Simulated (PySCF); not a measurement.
BCl3, SMILES ClB(Cl)Cl. Atoms are numbered in the order given.

```xyz
4

B      0.0000     0.0000     0.0000
Cl     1.7490     0.0000     0.0000
Cl    -0.8745    -1.5147     0.0000
Cl    -0.8745     1.5147     0.0000
```

Geometry optimised at TPSSh-D3(BJ)/def2-SVP. The isomer is the one that the SMILES or the coordinates give; other isomers of the formula were not compared.

Computed with TDDFT-M06-2X/def2-SVPD run with PySCF.

Vertical excitations; the highest root listed may be one member of a degenerate set.  State labels are in the subgroup C2v.

Computed lowest excited states:
```
state  symmetry  energy (eV)  λ (nm)      f                            main pairs
-----  --------  -----------  ------  -----  ------------------------------------
S1           A2         5.88     211  0.000                        HOMO→LUMO 99 %
S2           A2         6.70     185  0.000          HOMO−4→LUMO (degenerate set)
S3           B2         6.70     185  0.000          HOMO−3→LUMO (degenerate set)
S4           B1         7.18     173  0.143          HOMO−1→LUMO (degenerate set)
S5           A1         7.18     173  0.143          HOMO−2→LUMO (degenerate set)
S6           B1         8.15     152  0.000                      HOMO→LUMO+1 90 %
S7           A2         8.81     141  0.000        HOMO−1→LUMO+1 (degenerate set)
S8           B2         8.81     141  0.000        HOMO−2→LUMO+1 (degenerate set)
S9           A1         8.90     139  0.000                      HOMO−5→LUMO 95 %
S10          A1         9.04     137  0.169  HOMO−3→LUMO+1 73 %, HOMO→LUMO+3 13 %
T1           A2         5.76     215      0                        HOMO→LUMO 99 %
T2           B1         6.29     197      0          HOMO−1→LUMO (degenerate set)
T3           A1         6.29     197      0          HOMO−2→LUMO (degenerate set)
T4           A2         6.58     189      0                      HOMO−4→LUMO 99 %
```
Triplets are in the Tamm–Dancoff approximation, which puts them higher than full response would, so one can lie above its singlet here.
